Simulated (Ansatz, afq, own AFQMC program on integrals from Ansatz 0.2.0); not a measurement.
MoNH$_{3}$, septet → MoNH₃⁺, sextet

```xyz
5

Mo   -0.4030    0.0012   -0.0003
N     2.2039   -0.0068    0.0015
H     2.5743   -0.9511    0.0067
H     2.5781    0.4679    0.8161
H     2.5792    0.4594   -0.8175
```

Connectivity, by distances: Mo–NH3.

E(sextet, charge +1) − E(septet, charge +0) at this geometry, on UHF and UHF determinants.

Basis def2-SVP with its core potentials. Noble-gas cores (and the filled d shells of Ga–Kr and In–Xe) are frozen. Integrals, coupled cluster, full CI and functionals: Ansatz 0.2.0; the random walks run on the same integrals in our own AFQMC program. ph-AFQMC/CISD is guided by a CISD state made of CCSD amplitudes; releasing the constraint for a short imaginary time cuts its bias at the price of noise, slowly where states lie close. Error bars are statistical, one sigma. No spin–orbit coupling. The metal's outer-core s and p shells are frozen, which shifts wave-function levels against functionals. The errors of all members are added in quadrature.

No full CI on the walks' own integrals is used here; CCSDT(Q) serves as the reference and is uncertain by about the last step of the cluster series. Each member takes its own surest rung, up to full CI.

Errors are counted within def2-SVP, not against nature.

Cautions: no spin-orbit coupling; outer-core shells of the metal frozen; MoNH₃ (septet): higher spins were not checked; MoNH₃⁺ (sextet): lower spins were not checked, the released energies are still falling, so no released level is given (meV from the phaseless value at times in 1/Eh: -2.2 ± 2.5 at 0.24, -1.1 ± 2.0 at 0.60, -2 ± 3 at 1.20, -4 ± 4 at 1.80, -9 ± 5 at 2.60), though the last usable value meets CCSDT(Q) within the noise; this needn't be the first ionization.

Reference (CCSDT(Q)): 514.8 kJ/mol.

```
        level  vertical ionization energy (kJ/mol)  error against CCSDT(Q) (kJ/mol)
           HF                                478.0                            -36.8
          MP2                                512.0                             -2.9
         CCSD                                513.8                             -1.0
      CCSD(T)                                514.8                              0.0
        CCSDT                                514.9                              0.0
ph-AFQMC/CISD                          514.1 ± 0.4                       -0.8 ± 0.4
```

Correlation beyond CCSD(T) changes it by less than 2 meV. The perturbative (T) step is worth +1.0 kJ/mol.

A walk keeps the symmetry of its determinant, which the program's search chose and which needn't be the lowest solution, so a lower state of the same spin and another symmetry isn't excluded.
